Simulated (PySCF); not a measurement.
C6H9 (charge +1).
Structure used (GFN2-xTB), in Å, numbered top down from 1:
```xyz
15
C6H9 angstrom
C      2.213   -0.010    0.065
C      0.732   -0.009    0.015
C     -0.078   -0.933   -0.636
C     -1.493   -0.625   -0.475
C     -1.509    0.636    0.378
C     -0.103    0.926    0.618
H      2.555   -0.067    1.097
H      2.606    0.915   -0.353
H      2.626   -0.848   -0.487
H      0.285   -1.782   -1.194
H     -1.983   -0.496   -1.448
H     -2.031   -1.465   -0.019
H     -2.012    1.483   -0.104
H     -2.052    0.513    1.323
H      0.241    1.769    1.199
```

The closed-shell SCF was solved with PySCF and density fitting under several settings on one GFN2-xTB geometry (grid level 2 and gas phase unless stated).

```
      settings  basis functions  SCF cycles     E (Eh)  HOMO (eV)  LUMO (eV)
 PBE0/pcSseg-1              147          13  -233.4390     -13.61      -8.60
PBE0/def2-SVPD              192          13  -233.3162     -13.58      -8.56
```

Estimate the rows for these settings: (1) KT3/def2-SVPD; (2) LC-wPBE/6-31G, start guess vsap.

```
                       settings  basis functions  SCF cycles     E (Eh)  HOMO (eV)  LUMO (eV)
                  KT3/def2-SVPD              192          14  -237.4574     -12.60      -9.42
LC-wPBE/6-31G, start guess vsap               72          10  -233.5414     -16.05      -6.32
```

Over all rows, what range does the HOMO–LUMO gap span?

From 3.18 eV (KT3/def2-SVPD) to 9.73 eV (LC-wPBE/6-31G, start guess vsap). The functional of the narrowest has no exact exchange, that of the widest range-separated exact exchange.

Compare two rows with the functional PBE0: PBE0/pcSseg-1 and PBE0/def2-SVPD. Which energy is lower, and by how much?

PBE0/pcSseg-1 (147 functions) lies 0.1228 Eh or 77 kcal/mol below PBE0/def2-SVPD (192 functions). The smaller set gives the lower energy; the two sets aren't nested, so the variational bound doesn't order them by size.

Whole jobs, the steps after the SCF included, on one thread of an AMD EPYC 9R14, shared host:

```csv
settings,work after the SCF,wall time,peak memory
PBE0/pcSseg-1,"shieldings, ring-centre shieldings, charges and field gradients",9.9 s,0.71 GiB
PBE0/def2-SVPD,"6 singlets by full TDDFT, 2 Tamm–Dancoff triplets, polarisability",13 s,0.78 GiB
KT3/def2-SVPD,"6 singlets by TDA, 2 Tamm–Dancoff triplets, polarisability",18 s,0.63 GiB
"LC-wPBE/6-31G, start guess vsap","shieldings, ring-centre shieldings, charges and field gradients",9.1 s,0.49 GiB
```

Cycle counts include a coarse-grid stage where the run had one. KT3 was designed for NMR shieldings or shifts; total energies of different functionals aren't comparable.
